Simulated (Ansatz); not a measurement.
# CH₅PS: basis-set convergence

Aim: see how fast density functionals converge with the basis set for CH₅PS.

Method: one geometry, several basis sets; program: Ansatz 0.2.0, Gaussian basis.

Levels to be run: PBE0-D4/def2-SVP; ωB97M-V/def2-SVP; PBE0-D4/def2-QZVPP; ωB97M-V/def2-QZVPP; the functionals' def2-TZVPP values are taken from earlier runs.

**1. Structure used throughout**

An earlier PBE0-D4 in a triple-zeta def2 set relaxation fixed the geometry.

SMILES `CSP`, 8 atoms, charge 0, spin multiplicity 1.

Atoms are counted from 1 here; the program's logs count them from 0.

Bond lengths: C1–S2 1.810 Å, C1–H4 1.089 Å, C1–H5 1.089 Å, C1–H6 1.091 Å, S2–P3 2.105 Å, P3–H7 1.420 Å, P3–H8 1.420 Å. Angles: S2–C1–H4 111.3°, S2–C1–H5 111.3°, S2–C1–H6 106.0°, H4–C1–H5 110.1°, H4–C1–H6 109.0°, H5–C1–H6 109.0°, C1–S2–P3 99.5°, S2–P3–H7 98.3°, S2–P3–H8 98.4°, H7–P3–H8 93.3°.

Geometry (Å):

```xyz
8

C    -0.7859    1.0349   -0.4445
S     0.2131    0.3874    0.9183
P     0.8501   -1.4238    0.0545
H    -1.6213    0.3736   -0.6712
H    -0.1815    1.1942   -1.3366
H    -1.1754    1.9951   -0.1032
H     2.2290   -1.3335    0.3807
H     0.5640   -2.2851    1.1464
```

**2. PBE0-D4 in def2-SVP**

Contents of in.yaml:

```yaml
crystal:
  periodic: [false, false, false]
  atoms:
    - {symbol: C, position_ang: [-0.785937, 1.034891, -0.444545]}
    - {symbol: S, position_ang: [0.213109, 0.387420, 0.918322]}
    - {symbol: P, position_ang: [0.850111, -1.423789, 0.054490]}
    - {symbol: H, position_ang: [-1.621314, 0.373624, -0.671204]}
    - {symbol: H, position_ang: [-0.181544, 1.194231, -1.336632]}
    - {symbol: H, position_ang: [-1.175397, 1.995086, -0.103150]}
    - {symbol: H, position_ang: [2.228961, -1.333497, 0.380655]}
    - {symbol: H, position_ang: [0.564012, -2.285065, 1.146363]}
basis:
  gaussian: {orbitals: def2-SVP}
hamiltonian: {xc: pbe0, dispersion: d4}
output: {orbitals: {seedname: orbitals}}
```

On the command line:

```sh
ansatz run in.yaml --threads 2 --pin off --events-out ev --progress --plain --max-ram 4352MiB
```

Further steps of the session: ωB97M-V in def2-SVP; PBE0-D4 in def2-QZVPP; ωB97M-V in def2-QZVPP.

Before running them: what should the planned runs give, taken together? Wanted: PBE0-D4: double and triple zeta above quadruple; ωB97M-V: double and triple zeta above quadruple.

As calculated:

| quantity | value |
| --- | --- |
| PBE0-D4: double and triple zeta above quadruple | 9.06, 0.70 eV |
| ωB97M-V: double and triple zeta above quadruple | 9.11, 0.67 eV |

What this shows: PBE0-D4 gains 8.37 eV from double to triple zeta, then 0.70 eV more. These are total energies; as a rule much of such shifts cancels in differences, which this series doesn't test. The LUMO of ωB97M-V is positive and keeps falling with the basis (2.34 to 1.40 eV): an unbound level that the basis holds in place.
